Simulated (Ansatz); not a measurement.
`C=CC(F)F` + H₂O → `OC(F)F` + ethylene at 500 K and 1 bar (formal hydrolysis of a C–C bond).

Calculated with Ansatz (gas phase, PBE0-D4/def2-TZVP geometries, no zero-point term in ΔE). CCSD(T)/CBS is the MP2 limit (def2-TZVPP, def2-QZVPP) plus CCSD(T) − MP2 in def2-TZVPP, frozen cores. This one scheme is used for every species. One conformer a species, not always the lowest.

| species | CCSD(T)/CBS energy (Eh) | H − E (kJ/mol) | S (J/(mol·K)) |
| --- | --- | --- | --- |
| `C=CC(F)F` | -316.11853 | 207.8 | 351.3 |
| H₂O | -76.37941 | 73.2 | 206.3 |
| `OC(F)F` | -314.01610 | 125.4 | 309.8 |
| `C=C` | -78.48111 | 155.1 | 245.3 |

H − E and S are ideal-gas, rigid-rotor, harmonic terms from PBE0-D4/def2-TZVP, for one conformer and one mirror image of each species. 1 Eh = 2625.50 kJ/mol, R = 8.31446 J/(mol·K).

Problem. By hand: ΔE, ΔH, ΔS and ΔG.

Solution. ΔE = (-314.01610) + (-78.48111) − (-316.11853) − (-76.37941) = 0.00073 Eh = 1.9 kJ/mol. Δ(H − E) = 125.4 + 155.1 − 207.8 − 73.2 = -0.5, so ΔH = 1.4 kJ/mol. ΔS = 309.8 + 245.3 − 351.3 − 206.3 = -2.5 J/(mol·K). ΔG = 1.4 − 500 × (-2.5)/1000 = 2.6 kJ/mol.

Problem. By hand: the equilibrium constant, and the temperature at which ΔG would vanish if ΔH and ΔS stayed fixed.

Solution. log₁₀ K = −ΔG/(RT ln 10) = -0.3. ΔH and −TΔS have one sign here, so there is no such temperature. One of them is within its doubt of zero, so this could turn.

TΔS isn't small against ΔH here. The sign of ΔG lies within the doubt. A doubt of 5 kJ/mol in ΔE shifts log₁₀ K by 0.5 here. Other conformers and mirror images would add mixing entropy, several J/(mol·K) or more a flexible species. These are equilibria of isolated gas molecules and say nothing of rates. Largest T1 diagnostic: 0.012 (customary marks: 0.02 for closed shells, 0.045 for open ones).
